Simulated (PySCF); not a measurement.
**Property card for `[C-]#[N+]C(F)(F)F`**

C2F3N.
SMILES with atom numbers: `[C-:1]#[N+:2][C:3]([F:4])([F:5])[F:6]`

Some functional groups and rings: isocyanide, CF3 group and C–F bond.

From GFN2-xTB geometry:

- Point group of the GFN2-xTB geometry: C3v
- Rotational constants A, B, C of the GFN2-xTB geometry: 5.742, 3.214, 3.214 GHz

B3LYP/def2-SVPD ground state and vertical TDDFT (core frozen in the response) (PySCF):

* Dipole moment: 0.88 D
* HOMO energy: -9.72 eV
* LUMO energy: -1.27 eV
* HOMO–LUMO gap: 8.45 eV
* Lowest singlet excitation: 7.62 eV (163 nm, f = 0.113 summed over 2 states within 0.01 eV)
* Strongest line among the 8 lowest singlet transitions: S1/S2 at 7.62 eV (163 nm, f = 0.113 summed over these states)
* Lowest triplet excitation (Tamm–Dancoff): 5.33 eV
* Static isotropic polarisability: 32.2 au
* Electronic spatial extent ⟨r²⟩ about the centre of nuclear charge: 424 bohr²

Monoisotopic mass from the formula: 94.9983 u.

The rotational constants are those of a prolate symmetric top. In atomic units the dipole is 0.35 e·bohr (1 au = 2.5417 D). The 8 singlets span 7.62 to 10.24 eV, and their oscillator strengths add up to 0.13. The principal polarisabilities are 27.8, 27.8 and 40.8 au; their mean is the isotropic value. The vertical singlet–triplet gap S1 − T1 is 2.29 eV (TDDFT singlet less Tamm–Dancoff triplet).

Geometry: GFN2-xTB; no solvent, vibrations or thermal averaging.
